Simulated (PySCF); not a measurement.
# Vibration and rotation of AlP⁺

ROHF-CCSD(T) constants of AlP⁺, ⁴Σ⁻ (quartet), unpaired electrons σ ↑, π ↑↑ (basis Al def2-SVPD, P def2-SVPD; no relativity; PySCF 2.14; masses 26.9815 and 30.9738 u):

```
ωe            : 146.0 cm⁻¹
ωexe          : 3.03 cm⁻¹
Be            : 0.16236 cm⁻¹
αe            : 0.00432 cm⁻¹
De to Al⁺ + P : 0.416 eV
```

(1) What force constant and bond length do these constants imply?

(2) Estimate the centrifugal constant D from the Kratzer relation and find the Dunham coefficient a1.

Correlated steps freeze 10 core orbitals. Correlated levels converge slowly with the basis: in double zeta they bind strong bonds too weakly, by up to about 1 eV, and carry superposition errors of some tenths. For an ion De counts to the pair picked by the measured ionisation energies or electron affinities, which need not be the lowest pair at this level. The state was picked by a PBE0 search and need not be the measured ground state.

## Answers

(1) Reduced mass μred = 14.420 u; k = 5.8918×10⁻⁷·μred·ωe² (u, cm⁻¹, mdyn/Å) = 0.181 mdyn/Å; Re = √(16.8576/(μred·Be)) (u, cm⁻¹, Å) = 2.683 Å.

(2) D = 4Be³/ωe² = 8.03e-07 cm⁻¹; a1 = −1 − αeωe/(6Be²) = -4.99.
